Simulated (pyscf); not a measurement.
Four-centre exchange: HO–Si:–OH (SMILES O[Si]O) [singlet] + HF (SMILES F) -> H₂O (SMILES O) + HO–Si:–F (SMILES O[Si]F) [singlet]

Gas phase, singlet surface, charge 0. Bonds broken: O1–Si2, F6–H7. Bonds formed: O1–H7, Si2–F6. Optimised with ωB97X-D3(BJ)/def2-SVP in PySCF. MP2 and CC: frozen core, UHF for open shells. ΔMP2 is the change of the MP2 total energy from the triple- to the quadruple-zeta basis.

Transition state (Å):

```xyz
7

O     -1.6469     0.0066     0.1639
Si     0.0872     0.5340     0.5391
O      0.7614     0.2781    -0.9679
H     -1.9521     0.0921    -0.7495
H      0.5346    -0.4910    -1.5044
F     -0.1611    -1.4659     0.9238
H     -1.1072    -1.1175     0.5410
```

One imaginary mode, 498i cm⁻¹; descent along it reached the two sides named, in the forms told below.

```tsv
bond	change	reactant side (Å)	saddle	product side
O1–Si2	breaks	1.716	1.851	2.233
F6–H7	breaks	0.940	1.079	2.283
O1–H7	forms	1.768	1.303	0.971
Si2–F6	forms	2.8	2.052	1.678
```

Electronic energies relative to the separated reactants (eV):

```json
[
 {"level": "ωB97X-D3(BJ)/def2-TZVP", "barrier": "0.22", "reaction energy": "-0.39", "reverse barrier": "0.61"},
 {"level": "PBE/def2-TZVP", "barrier": "0.08", "reaction energy": "-0.40", "reverse barrier": "0.48"},
 {"level": "r²SCAN/def2-TZVP", "barrier": "0.14", "reaction energy": "-0.39", "reverse barrier": "0.53"},
 {"level": "B3LYP-D3(BJ)/def2-TZVP", "barrier": "0.22", "reaction energy": "-0.41", "reverse barrier": "0.63"},
 {"level": "PBE0-D3(BJ)/def2-TZVP", "barrier": "0.16", "reaction energy": "-0.37", "reverse barrier": "0.53"},
 {"level": "M06-2X/def2-TZVP", "barrier": "0.21", "reaction energy": "-0.37", "reverse barrier": "0.58"},
 {"level": "ωB97M-D3(BJ)/def2-TZVP", "barrier": "0.21", "reaction energy": "-0.42", "reverse barrier": "0.62"},
 {"level": "HF/def2-TZVP", "barrier": "0.80", "reaction energy": "-0.43", "reverse barrier": "1.23"},
 {"level": "MP2/def2-QZVPP", "barrier": "0.33", "reaction energy": "-0.36", "reverse barrier": "0.69"},
 {"level": "CCSD/def2-TZVPP", "barrier": "0.44", "reaction energy": "-0.38", "reverse barrier": "0.82"},
 {"level": "CCSD(T)/def2-TZVPP", "barrier": "0.37", "reaction energy": "-0.36", "reverse barrier": "0.73"},
 {"level": "CCSD(T)/def2-TZVPP + ΔMP2(QZVPP)", "barrier": "0.38", "reaction energy": "-0.38", "reverse barrier": "0.75"}
]
```

With CCSD(T)/def2-TZVPP + ΔMP2(QZVPP) energies and thermal terms (ideal gas, 1 atm, RRHO with modes under 100 cm⁻¹ raised to 100, one conformer, R ln 2 for chiral ones without a mode under 150 cm⁻¹), in eV:

```
T (K)   ΔH‡   ΔG‡     ΔH     ΔG
-----  ----  ----  -----  -----
298    0.33  0.75  -0.37  -0.40
600    0.32  1.19  -0.38  -0.43
900    0.33  1.62  -0.40  -0.45
1200   0.34  2.05  -0.42  -0.47
```

On the product side the descent ends in a bound adduct, 0.35 eV under the separated species and 0.96 eV under the saddle at ωB97X-D3(BJ)/def2-TZVP. One saddle was located; it need not be the lowest between these sides. The CCSD(T) − MP2 part came from Ansatz, without density fitting, on the same reference.
